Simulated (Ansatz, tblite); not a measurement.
# The cluster Au₄: a ladder of methods and basis sets

How do method and basis change the picture of the cluster Au₄ (singlet)?

Program: Ansatz 0.2.0, Gaussian basis. Level of theory: as each input shows. These are calculated values, not measurements.

Plan: GFN1-xTB, GFN2-xTB, PBE-D4/def2-TZVP, r2SCAN-D4/def2-TZVP, B3LYP-D4/def2-TZVP, B97M-V/def2-TZVP, HSE06-D4/def2-TZVP, B2PLYP/def2-TZVP, HF/def2-TZVP, PBE+5HF/def2-TZVP, PBE+10HF/def2-TZVP, PBE+15HF/def2-TZVP, PBE+35HF/def2-TZVP, PBE+50HF/def2-TZVP, PBE-D4/def2-SVP, PBE0-D4/def2-SVP, PBE0-D4/def2-TZVPD, PBE-D4/def2-TZVPD, r2SCAN-D4/def2-TZVPD, CCSD(T)/def2-SVP, MP2/def2-TZVP, RPA/def2-TZVP.

### Step 1. The geometry

The geometry is that of the singlet, from an earlier relaxation (PBE-D4/def2-SVP). At that level it is the lowest of the isomers that a small search found.

4 atoms, charge 0, spin multiplicity 1.

Bond lengths: Au1–Au2 2.725 Å, Au1–Au3 2.661 Å, Au1–Au4 2.725 Å, Au2–Au3 2.725 Å, Au3–Au4 2.725 Å. Angles: Au2–Au1–Au3 60.8°, Au2–Au1–Au4 121.5°, Au3–Au1–Au4 60.8°, Au1–Au2–Au3 58.5°, Au1–Au3–Au2 60.8°, Au1–Au3–Au4 60.8°, Au2–Au3–Au4 121.6°, Au1–Au4–Au3 58.5°.

Au takes a core potential in the def2 sets. No spin-orbit coupling is included.

PBE0-D4/def2-TZVP was run before; its log isn't repeated, and its numbers join the tables.

### Step 2. GFN1-xTB

Tight binding, by tblite at 300 K electronic temperature and without a spin-polarisation term:

```python
tblite.interface.Calculator('GFN1-xTB', numbers, positions, charge=0, uhf=0).singlepoint()
```

Energy -431.4935 eV, HOMO -11.10 eV, LUMO -10.37 eV; 0.004 s.

### Step 3. GFN2-xTB

Tight binding, by tblite at 300 K electronic temperature and without a spin-polarisation term:

```python
tblite.interface.Calculator('GFN2-xTB', numbers, positions, charge=0, uhf=0).singlepoint()
```

Energy -421.0245 eV, HOMO -8.09 eV, LUMO -6.82 eV; 0.004 s.

### Step 4. PBE-D4/def2-TZVP

start.molden holds the orbitals of an earlier run on this state, given as this run's starting guess.

The input, in.yaml:

```yaml
crystal:
  periodic: [false, false, false]
  atoms:
    - {symbol: Au, position_ang: [1.309720, -0.233834, 0.010994]}
    - {symbol: Au, position_ang: [0.418400, 2.335423, -0.159628]}
    - {symbol: Au, position_ang: [-1.309628, 0.233790, -0.010219]}
    - {symbol: Au, position_ang: [-0.418493, -2.335389, 0.158854]}
basis:
  gaussian: {orbitals: def2-TZVP, initial_orbitals: start.molden}
hamiltonian: {xc: pbe, dispersion: d4}
scf: {omitted_lower_state_checks: [starts]}
output: {forces: true, orbitals: {seedname: orbitals}}
```

The run is started by

```bash
$ ansatz run in.yaml --threads 4 --pin off --events-out ev --progress --plain --max-ram 3916MiB
```

The runs that follow: r2SCAN-D4/def2-TZVP; B3LYP-D4/def2-TZVP; B97M-V/def2-TZVP; HSE06-D4/def2-TZVP; B2PLYP/def2-TZVP; HF/def2-TZVP; PBE+5HF/def2-TZVP; PBE+10HF/def2-TZVP; PBE+15HF/def2-TZVP; PBE+35HF/def2-TZVP; PBE+50HF/def2-TZVP; PBE-D4/def2-SVP; PBE0-D4/def2-SVP; PBE0-D4/def2-TZVPD; PBE-D4/def2-TZVPD; r2SCAN-D4/def2-TZVPD; CCSD(T)/def2-SVP; MP2/def2-TZVP; RPA/def2-TZVP.

Q: Predict the results of all the runs planned. Wanted: gap in def2-TZVP, named functionals and Hartree-Fock, smallest and largest; gap over the share of exact exchange; correlation energy, CCSD(T)/def2-SVP; correlation energy, MP2/def2-TZVP; binding an atom, functionals in def2-TZVP; PBE0 total energy, smallest basis above largest.

The runs gave:

```
                                                                  quantity                                   value
gap in def2-TZVP, named functionals and Hartree-Fock, smallest and largest          0.95 eV (B97M-V), 5.69 eV (HF)
                                      gap over the share of exact exchange            0.97 eV at 0, 3.49 eV at 0.5
                                      correlation energy, CCSD(T)/def2-SVP                               -37.97 eV
                                         correlation energy, MP2/def2-TZVP                               -47.29 eV
                                 binding an atom, functionals in def2-TZVP  1.29 (B3LYP-D4) to 1.53 eV (r2SCAN-D4)
                           PBE0 total energy, smallest basis above largest          0.93 eV (def2-SVP, def2-TZVPD)
```

Over the named functionals and Hartree-Fock in def2-TZVP the gap runs from 0.95 eV (B97M-V) to 5.69 eV (HF); exact exchange widens it. Raising the share of exact exchange from 0 to 0.5 moves the HOMO by -0.82 eV and the LUMO by +1.70 eV. Notes on CCSD(T)/def2-SVP and its Hartree-Fock reference, which MP2 shares: restricted state is unstable towards broken spin symmetry.
